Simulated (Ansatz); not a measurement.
## Ansatz (development build ahead of 0.2.0) run

```yaml
crystal:
  periodic: [false, false, false]
  atoms:
    - { symbol: O, position_ang: [-1.57258, -0.16959, 0.0] }
    - { symbol: H, position_ang: [-2.05753, 0.74907, 0.0] }
    - { symbol: H, position_ang: [-0.5573, 0.09486, 0.0] }
    - { symbol: O, position_ang: [1.4834, 0.17478, 0.0] }
    - { symbol: H, position_ang: [1.66412, -0.44273, -0.81911] }
    - { symbol: H, position_ang: [1.66412, -0.44273, 0.81911] }
basis:
  gaussian: { orbitals: cc-pVTZ }
hamiltonian:
  xc: hf
correlation:
  method: mp2
  frozen_orbitals: { H: 0, O: 1 }
```

The input is written out in the form of the current development build from the run's settings.

The run gave:

```
Converged                       : yes
Reference energy                : -152.08690 hartree
Correlation energy              : -0.53872 hartree
Total energy                    : -152.62562 hartree
Spin squared of the determinant : 0.000
```
